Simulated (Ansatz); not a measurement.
**SiPO (doublet): the correlation ladder at a displaced geometry (v2), cc-pVDZ**

One table from this session's results is given with a row withheld; the runs are named, their logs left out.

Method: cc-pVDZ, core rule «outside noble gas», up to 11 orbitals frozen; program: Ansatz 0.2.0, Gaussian basis.

To be run: UHF; CCSD(T) on ROHF; CCSD(T) on UHF; BCCD(T) on ROHF; CISD; CCSDT(Q) on ROHF; CCSDT(Q) on UHF.

25 further runs of the same task are left out: 5 for a known fault of the program, 8 that didn't finish, 12 set aside as unsound or not needed.

## The geometry

The geometry is a PBE0/def2-TZVP stationary point (not a proven minimum) with its atoms shifted at random (size 0.100 Å).

3 atoms, charge 0, spin multiplicity 2.

Atoms are counted from 1 here; the program's logs count them from 0.

Bond lengths: O1–Si2 1.509 Å, Si2–P3 2.067 Å. Angles: O1–Si2–P3 171.5°.

As a file:

```xyz
3

O     0.08438    0.00522    1.68860
Si   -0.08050    0.01360    0.18859
P    -0.00388   -0.01883   -1.87719
```

Set-up of the first run:

Input file in.yaml:

```yaml
crystal:
  periodic: [false, false, false]
  atoms:
    - {symbol: O, position_ang: [0.084376, 0.005225, 1.688598]}
    - {symbol: Si, position_ang: [-0.080498, 0.013599, 0.188591]}
    - {symbol: P, position_ang: [-0.003878, -0.018825, -1.877189]}
basis:
  gaussian: {orbitals: cc-pVDZ}
magnetization: {spin_polarized: true, initial_magnetization: 1}
hamiltonian: {xc: hf}
output: {orbitals: {seedname: orbitals}}
```

Run with:

```bash
$ ansatz run in.yaml --threads 1 --pin off --events-out ev --progress --plain --max-ram 2393MiB
```

Among the steps run: UHF; CCSD(T) on ROHF; CCSD(T) on UHF; BCCD(T) on ROHF; CISD; CCSDT(Q) on ROHF; CCSDT(Q) on UHF.

One table of the session follows, with a row left open; its other results are not shown here.

```
   method  from RCCSDT(Q) (kcal/mol)
     ROHF                    +255.92
      UHF                          ?
     RMP2                     +22.90
     UMP2                     +23.21
     CISD                     +41.45
    RCCSD                     +13.32
    UCCSD                     +13.24
 RCCSD(T)                      +2.13
 UCCSD(T)                      +2.15
  BCCD(T)                      +1.90
   RCCSDT                      +1.14
   UCCSDT                      +1.14
RCCSDT(Q)                          0
UCCSDT(Q)                      -0.44
```

Estimate the missing values for UHF.

The run gave: from RCCSDT(Q) (kcal/mol): +253.75. In the column «from RCCSDT(Q) (kcal/mol)» it lies between CISD (+41.45) and ROHF (+255.92).

Limits of these values: Restricted and unrestricted rows rest on different reference determinants; where their highest levels disagree by more than a few hundredths of an eV, they describe different states and don't form one ladder.
